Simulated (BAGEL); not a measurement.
**RI-MP2/def2-SVP (density fitting with qzvpp-jkfit) run of C2H2N2S (SMILES c1csnn1)**

Aim: the energy change on altering one bond length of C2H2N2S at RI-MP2/def2-SVP (density fitting with qzvpp-jkfit), from 2 runs. 

Program for the calculation: BAGEL 1.2.2.

8 further runs of the same task are left out: 8 set aside as unsound or not needed.

### Step 1. The system as given

C2H2N2S: 7 atoms, total charge 0, spin state singlet. As SMILES, `c1csnn1`. The coordinates come from a GFN2-xTB relaxation.

Bond lengths: C1–C2 1.371 Å, C2–S3 1.706 Å, S3–N4 1.660 Å, C1–N5 1.341 Å, N4–N5 1.253 Å, C1–H6 1.073 Å, C2–H7 1.070 Å. Angles: C1–C2–S3 107.9°, C2–C1–N5 112.7°, C2–S3–N4 91.1°, S3–N4–N5 113.3°, C1–N5–N4 115.0°, C1–C2–H7 129.7°, S3–C2–H7 122.4°, C2–C1–H6 127.2°, N5–C1–H6 120.0°.

### Step 2. A single-point energy at RI-MP2/def2-SVP (density fitting with qzvpp-jkfit)

input.json reads:

```json
{ "bagel": [

{
  "title": "molecule",
  "basis": "svp",
  "df_basis": "qzvpp-jkfit",
  "angstrom": true,
  "geometry": [
    { "atom": "C", "xyz": [       0.531610,       0.590150,       0.083870 ] },
    { "atom": "C", "xyz": [      -0.613890,       0.059540,       0.618760 ] },
    { "atom": "S", "xyz": [      -1.042000,      -1.306100,      -0.309050 ] },
    { "atom": "N", "xyz": [       0.273170,      -1.086060,      -1.298310 ] },
    { "atom": "N", "xyz": [       0.972270,      -0.095630,      -0.980860 ] },
    { "atom": "H", "xyz": [       1.068950,       1.453710,       0.426390 ] },
    { "atom": "H", "xyz": [      -1.190120,       0.384400,       1.459200 ] }
  ]
},

{
  "title": "hf"
},

{
  "title": "mp2",
  "ncore": 9
}

]}
```

On the command line:

```bash
BAGEL_NUM_THREADS=1 BAGEL input.json > input.out
```

Log:

```text
* using 1 threads per process

  ===============================================================
  ===============================================================

  *** Geometry ***

  { "atom" : "C", "xyz" : [      1.004597,      1.115222,      0.158491 ] },
  { "atom" : "C", "xyz" : [     -1.160084,      0.112514,      1.169287 ] },
  { "atom" : "S", "xyz" : [     -1.969095,     -2.468171,     -0.584020 ] },
  { "atom" : "N", "xyz" : [      0.516216,     -2.052356,     -2.453450 ] },
  { "atom" : "N", "xyz" : [      1.837324,     -0.180715,     -1.853557 ] },
  { "atom" : "H", "xyz" : [      2.020023,      2.747114,      0.805760 ] },
  { "atom" : "H", "xyz" : [     -2.249001,      0.726411,      2.757488 ] },

  Number of auxiliary basis functions:      468

  Since a DF basis is specified, we compute 2- and 3-index integrals:
    o Being stored without compression. Storage requirement is 0.026 GB

  Number of basis functions:       84
  Number of electrons      :       44

    * METHOD: MOLECULE                             0.22

  *** RHF ***

  === Nuclear Repulsion ===
   210.4758589863

      * DIIS with orbital gradients will be used.

  === RHF iteration (svp) ===
      0       -582.83236559          0.01412577           0.08
      1       -582.91715010          0.01050128           0.07
      2       -582.97677619          0.00200213           0.07
      3       -582.98098619          0.00078796           0.07
      4       -582.98163508          0.00030562           0.07
      5       -582.98186294          0.00014109           0.07
      6       -582.98192555          0.00004714           0.09
      7       -582.98192936          0.00002710           0.08
      8       -582.98193009          0.00000713           0.08
      9       -582.98193015          0.00000436           0.08
     10       -582.98193017          0.00000197           0.06
     11       -582.98193017          0.00000095           0.06
     12       -582.98193018          0.00000047           0.06
     13       -582.98193018          0.00000031           0.06
     14       -582.98193018          0.00000012           0.06
     15       -582.98193018          0.00000006           0.06
     16       -582.98193018          0.00000004           0.06
     17       -582.98193018          0.00000002           0.06
     18       -582.98193018          0.00000001           0.06
    * SCF iteration converged.

    * Permanent dipole moment:
           (    0.796479,    -0.495137,    -1.205801) a.u.

    * METHOD: HF                                   1.44

  *** RHF ***

  === Nuclear Repulsion ===
   210.4758589863

      * DIIS with orbital gradients will be used.

  === RHF iteration (svp) ===
      0       -582.98193018          0.00000001           0.06
    * SCF iteration converged.

    * Permanent dipole moment:
           (    0.796479,    -0.495136,    -1.205801) a.u.

  === DF-MP2 calculation ===

    * freezing 9 orbitals
    * 3-index integral transformation done
    * assembly done

      MP2 correlation energy:   -0.7192040979      0.03

      MP2 total energy:       -583.7011342738

    * METHOD: MP2                                  0.16

  ===============================================================
```

It took 2.2 s on 1 thread of Intel Xeon 6975P-C (Granite Rapids), shared host; peak memory 0.11 GiB.

### Step 3. The distorted shape, same level

calc.json reads:

```json
{ "bagel" : [

{
  "title" : "molecule",
  "basis" : "svp",
  "df_basis" : "qzvpp-jkfit",
  "angstrom" : "true",
  "geometry" : [
    { "atom" : "C", "xyz" : [    0.992610,    0.330253,   -0.588505 ] },
    { "atom" : "C", "xyz" : [   -0.152890,   -0.200357,   -0.053615 ] },
    { "atom" : "S", "xyz" : [   -0.581000,   -1.565997,   -0.981425 ] },
    { "atom" : "N", "xyz" : [    0.734170,   -1.345957,   -1.970685 ] },
    { "atom" : "N", "xyz" : [    1.433270,   -0.355527,   -1.653235 ] },
    { "atom" : "H", "xyz" : [    1.529950,    1.193813,   -0.245985 ] },
    { "atom" : "H", "xyz" : [   -1.190120,    0.384400,    1.459200 ] }
  ]
},
{ "title" : "hf" },
{ "title" : "mp2", "ncore" : 9 }

]}
```

On the command line:

```bash
BAGEL_NUM_THREADS=1 BAGEL calc.json > calc.out
```

Log:

```text
* using 1 threads per process

  ===============================================================
  ===============================================================

  *** Geometry ***

  { "atom" : "C", "xyz" : [      1.875761,      0.624088,     -1.112113 ] },
  { "atom" : "C", "xyz" : [     -0.288920,     -0.378620,     -0.101318 ] },
  { "atom" : "S", "xyz" : [     -1.097931,     -2.959305,     -1.854624 ] },
  { "atom" : "N", "xyz" : [      1.387380,     -2.543490,     -3.724055 ] },
  { "atom" : "N", "xyz" : [      2.708488,     -0.671849,     -3.124161 ] },
  { "atom" : "H", "xyz" : [      2.891186,      2.255980,     -0.464844 ] },
  { "atom" : "H", "xyz" : [     -2.249001,      0.726411,      2.757488 ] },

  Number of auxiliary basis functions:      468

  Since a DF basis is specified, we compute 2- and 3-index integrals:
    o Being stored without compression. Storage requirement is 0.026 GB

  Number of basis functions:       84
  Number of electrons      :       44

    * METHOD: MOLECULE                             0.22

  *** RHF ***

  === Nuclear Repulsion ===
   207.5119070899

      * DIIS with orbital gradients will be used.

  === RHF iteration (svp) ===
      0       -582.65627633          0.01445989           0.07
      1       -582.74770044          0.01139182           0.07
      2       -582.81867396          0.00208166           0.07
      3       -582.82364925          0.00093175           0.07
      4       -582.82442656          0.00035051           0.07
      5       -582.82466444          0.00016794           0.08
      6       -582.82472624          0.00009271           0.06
      7       -582.82474341          0.00003910           0.06
      8       -582.82474618          0.00001396           0.07
      9       -582.82474637          0.00000798           0.06
     10       -582.82474647          0.00000355           0.07
     11       -582.82474648          0.00000206           0.06
     12       -582.82474649          0.00000098           0.05
     13       -582.82474649          0.00000065           0.05
     14       -582.82474649          0.00000026           0.05
     15       -582.82474649          0.00000013           0.05
     16       -582.82474649          0.00000007           0.05
     17       -582.82474649          0.00000004           0.06
     18       -582.82474649          0.00000002           0.06
     19       -582.82474649          0.00000001           0.05
     20       -582.82474649          0.00000001           0.06
    * SCF iteration converged.

    * Permanent dipole moment:
           (    0.795821,    -0.469101,    -1.180019) a.u.

    * METHOD: HF                                   1.44

  *** RHF ***

  === Nuclear Repulsion ===
   207.5119070899

      * DIIS with orbital gradients will be used.

  === RHF iteration (svp) ===
      0       -582.82474649          0.00000000           0.05
    * SCF iteration converged.

    * Permanent dipole moment:
           (    0.795822,    -0.469101,    -1.180018) a.u.

  === DF-MP2 calculation ===

    * freezing 9 orbitals
    * 3-index integral transformation done
    * assembly done

      MP2 correlation energy:   -0.7391172448      0.04

      MP2 total energy:       -583.5638637349

    * METHOD: MP2                                  0.16

  ===============================================================
```

Wall time 2.2 s (1 thread of Intel Xeon 6975P-C (Granite Rapids), shared host); peak memory 0.11 GiB.

### Step 4. What came out

Level: RI-MP2/def2-SVP (density fitting with qzvpp-jkfit), 9 core orbitals frozen.

```
                                                         quantity          value
                                        first shape: total energy  -583.70113 Eh
         first shape: correlation energy (9 core orbitals frozen)     -719.2 mEh
                                    distorted shape: total energy  -583.56386 Eh
     distorted shape: correlation energy (9 core orbitals frozen)     -739.1 mEh
energy change with the C2–H7 bond stretched from 1.070 to 1.925 Å       3.735 eV
```

**Reading.** One bond (distorted shape) is far stretched, which a spin-restricted single reference describes badly; perturbation theory on it can break down and give far too much correlation. With the C2–H7 bond stretched from 1.070 to 1.925 Å the energy rises by 3.74 eV (360 kJ/mol). The first shape isn't relaxed at this level, so the change isn't measured from a minimum. A restricted reference can't describe the breaking bond well at this length.
